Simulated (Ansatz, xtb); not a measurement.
**Two isomers of CHFS+**

Structure X: the doublet with the links of `[H]/[S+]=[C]/F`. Structure Y: the doublet with the links of `F[CH+][S]`. Both are isolated ions in the gas phase, relaxed with PBE0-D3(BJ)/pcseg-1.

X (Å):

```csv
atom,x (Å),y (Å),z (Å)
C,0.4547,0.2349,-1.8359
F,1.6844,0.3116,-1.7050
S,-0.5224,-1.0425,-1.5132
H,-1.6486,-0.3701,-1.8909
```

Y (Å):

```xyz
4

C     0.2628    0.1974   -0.9277
F     0.1332    0.5003   -2.1536
S     0.3705   -1.3553   -0.4126
H     0.2999    1.0399   -0.2182
```

Q: Which of the two would you expect CCSD(T)/def2-TZVPP electronic energies to favour?

A: Structure Y; the calculation gives E(Y) − E(X) = −22.6 kcal/mol.

The same difference at several levels:

| level | geometry | E(Y) − E(X) (kcal/mol) | departure from the last row (kcal/mol) | job, with rough time for the two |
| --- | --- | --- | --- | --- |
| GFN2-xTB | GFN2-xTB | −29.3 | −6.7 | optimisation, 0.1 s |
| HF/STO-3G | GFN2-xTB | −32.4 | −9.7 | single point, 0.28 s |
| r2SCAN-D4/def2-SVP | GFN2-xTB | −20.7 | +1.9 | single point, 3.9 s |
| PBE0-D3(BJ)/pcseg-1 | PBE0-D3(BJ)/pcseg-1 | −22.5 | +0.1 | optimisation, 33 s |
| HF/def2-TZVPP | PBE0-D3(BJ)/pcseg-1 | −24.8 | −2.2 | part of the CCSD(T) run |
| MP2/def2-TZVPP | PBE0-D3(BJ)/pcseg-1 | −23.0 | −0.3 | part of the CCSD(T) run |
| CCSD(T)/def2-TZVPP | PBE0-D3(BJ)/pcseg-1 | −22.6 |  | single point, 69 s |

As drawn, Y has 1 C–S, 1 C–H in place of 1 S–H, 1 C=S.

None of the levels shown reverses the order. The largest departure from CCSD(T)/def2-TZVPP is that of HF/STO-3G, 9.7 kcal/mol.

With harmonic frequencies from PBE0-D3(BJ)/pcseg-1 (ideal gas, rigid rotor, one conformer each, 298.15 K, 1 atm): the zero-point term adds +1.5 kcal/mol; ΔH is −21.2 and ΔG −21.1 kcal/mol.

Open shells are spin-unrestricted, with notable spin contamination under HF/STO-3G. The correlated steps freeze 7 core orbitals. Run with Ansatz 0.2.0, xtb 6.7.1; the last row on 1 thread of Arm Neoverse V1 on a shared host.
